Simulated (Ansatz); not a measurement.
How far each method lies from RCCSDTQ for HNGe, singlet

Geometry: a point of a stretch scan, not a stationary point.

```
atom   x (Å)   y (Å)    z (Å)
  Ge  0.0000  0.0000  -1.3389
   N  0.0000  0.0000   0.1681
   H  0.0000  0.0000   1.1708
```

Basis cc-pVDZ; Ansatz 0.2.0. Correlated methods freeze the noble-gas cores and the filled d shells of p-block atoms, which leaves 10 electrons in 31 orbitals. R marks a restricted (for open shells ROHF) determinant. Active spaces: pair = (2e, 2o) about the gap; valence = (10e, 9o) chosen from the atoms' valence shells. No spin–orbit coupling is included, and no scalar relativity.

Full CI isn't at hand for all of this; RCCSDTQ serves as the reference, and is uncertain by the last step of the cluster series or more.

The UHF ⟨S²⟩ is 0.000, the T1 diagnostic (RCCSD) is 0.0225 and the largest doubles amplitude (RCCSD) is 0.079.

Problem. From what is known of these methods and the diagnostics, rank them by the size of their error in total energy against RCCSDTQ in cc-pVDZ, smallest first (an estimate: the text doesn't fix the numbers).
A. CASSCF (valence space)
B. MRCISD+Q (valence space)
C. CASSCF (pair space)
D. RCCSDT(Q)
E. MRCISD (valence space)

Solution. D (0.14 kcal/mol), B (1.48 kcal/mol), E (5.99 kcal/mol), A (86.71 kcal/mol), C (157.06 kcal/mol).

All errors are against RCCSDTQ in cc-pVDZ. Below it: RCCSDT(Q). Within each family the higher level lies nearer, as is usual though not guaranteed.

Natural occupations of CASSCF (valence space) about the gap: 1.997 1.982 1.976 1.952 1.952 0.049 0.049 0.022 0.021; effectively unpaired electrons, Σ n²(2−n)², 0.04.
